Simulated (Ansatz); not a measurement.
Zinc-blende HgTe, treated with r²SCAN0 (Ansatz, a quantum-chemistry and plane-wave program, plane waves, PAW).

Settings: plane-wave cutoff 520 eV, 8×8×8 k mesh, Fermi–Dirac smearing 0.01 eV, scalar-relativistic PAW data made under PBE.

The cell is scaled about its equilibrium volume:

```
V (Å³/atom)  P (GPa)  direct gap at Γ (eV)
-----------  -------  --------------------
32.894          2.62                 0.763
33.759          1.21                 0.675
34.661         -0.04                 0.586
35.491         -1.04                 0.507
36.356         -1.94                 0.428
```

A straight line through the gaps at Γ against ln V gives a volume deformation potential dE_g(Γ)/d ln V of -3.4 eV: the gap at Γ widens under compression.

Spin–orbit coupling is not included; with these elements it can move the gap by several tenths of an eV or more.
